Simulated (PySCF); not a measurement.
# Silicon: a sound run and one with changed settings

Sound run: Si [Ne] 3s2 3p2, Si⁺ [Ne] 3s2 3p1. Calculation: PySCF 2.14, in jorge-DZP-DKH; the spin-free X2C one-electron Hamiltonian (Gaussian nucleus). The sound run starts from symmetry-adapted Hartree-Fock orbitals and uses a fine grid where one is needed.

Changed run: radial step 0.5 in ln r (0.13 in the sound run). This setting is unsound on purpose.

```json
{"species": "Si", "method": "UHF", "sound run (hartree)": "-289.44986", "changed run (hartree)": "-289.44986", "converged": "yes"}
{"species": "Si", "method": "BP86", "sound run (hartree)": "-290.00508", "changed run (hartree)": "-290.01615", "converged": "yes"}
{"species": "Si", "method": "M06-L", "sound run (hartree)": "-289.95455", "changed run (hartree)": "-289.98257", "converged": "yes"}
{"species": "Si⁺", "method": "UHF", "sound run (hartree)": "-289.16977", "changed run (hartree)": "-289.16977", "converged": "yes"}
{"species": "Si⁺", "method": "BP86", "sound run (hartree)": "-289.70234", "changed run (hartree)": "-289.71368", "converged": "yes"}
{"species": "Si⁺", "method": "M06-L", "sound run (hartree)": "-289.65894", "changed run (hartree)": "-289.68650", "converged": "yes"}
```

Ionisation energy of Si:

```csv
method,sound run (eV),changed run (eV)
UHF,7.621,7.621
BP86,8.238,8.231
M06-L,8.044,8.057
```

A coarse radial grid mis-integrates the density and the exchange-correlation energy, with errors of either sign; Hartree-Fock needs no grid.

For comparison, NIST gives 8.152 eV between the lowest levels.
